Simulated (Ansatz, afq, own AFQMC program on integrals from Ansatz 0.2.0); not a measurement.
AFQMC on a folder of integrals that Ansatz 0.2.0 wrote.

```yaml
crystal:
  periodic: [false, false, false]
  atoms:
    - {symbol: N, position_ang: [-0.767330, 0.007230, 0.007201]}
    - {symbol: C, position_ang: [0.635942, -0.005992, -0.005968]}
    - {symbol: H, position_ang: [1.018747, -1.037854, -0.004565]}
    - {symbol: H, position_ang: [1.041604, 0.508718, 0.878222]}
    - {symbol: H, position_ang: [1.024810, 0.500066, -0.902610]}
basis:
  gaussian: {orbitals: cc-pVDZ}
magnetization: {spin_polarized: false, initial_magnetization: 2}
correlation: {method: ccsd_t, electrons: outside_noble_gas, hamiltonian_folder: ham}
```

```sh
$ ansatz run in.yaml --threads 1 --pin off --events-out ev --progress --plain --max-ram 1382MiB
```

Options of the walk:

```
--method free --trial cisd --walkers 60 --time-step 0.03 --max-blocks 80 --target-error 0.00042 --factor-cut 1e-05 --seed 5143 --times 0,0.21,0.42,0.81,1.2,1.8,2.4,3 --taylor-order 8
```

Times are imaginary, in 1/Eh. The walk had a cap of 1833 s.

afq prints:

```
orbitals 41  electrons 7 5  factors 327 of 396
reference energy -94.00250493 Eh
CCSD correlation -0.28655861 Eh in 10 cycles, weight of the determinant in the CISD state 0.8962
repeat  energy at the last time / Eh  error
    10  -94.296882  0.001462
    20  -94.297456  0.000947
    30  -94.296478  0.000949
    40  -94.296602  0.000757
    50  -94.296579  0.000686
    60  -94.296577  0.000624
    70  -94.296385  0.000557
    80  -94.296577  0.000525
time / (1/Eh)  energy / Eh  error  mean overlap
  0.00  -94.289635  0.000204  1.1175
  0.21  -94.293392  0.000225  1.1241
  0.42  -94.294713  0.000224  1.1297
  0.81  -94.295627  0.000256  1.1418
  1.20  -94.295607  0.000279  1.1604
  1.80  -94.296438  0.000436  1.1642
  2.40  -94.297118  0.000422  1.1306
  3.00  -94.296577  0.000525  1.1354
energy -94.296577 +/- 0.000525 Eh
```

The run passed its tests (error under three times the target), which doesn't prove that it has relaxed.

Against this walk (error 14.3 meV) on the same determinant: CCSD(T) 29.8 meV higher. The error is statistical, and a free projection of finite length keeps a remainder of its start. None of these is a sure reference here. The last points scatter (meV from the last: 26 ± 7 at 0.81, 26 ± 8 at 1.20, 4 ± 12 at 1.80, -15 ± 11 at 2.40, 0 ± 14 at 3.00); the last is the one printed as the energy, and the gaps above move with that scatter.

Cautions: remainder of the start not in the error; error above the target (14.3 against 11.4 meV).

The walk took 9.8 min on 1 thread of Intel(R) Xeon(R) Platinum 8488C (Sapphire Rapids), with other jobs on the host. The log's last line is the free-projection energy.

A walk keeps the symmetry of its determinant, which the program's search chose and which needn't be the lowest solution, so a lower state of the same spin and another symmetry isn't excluded.
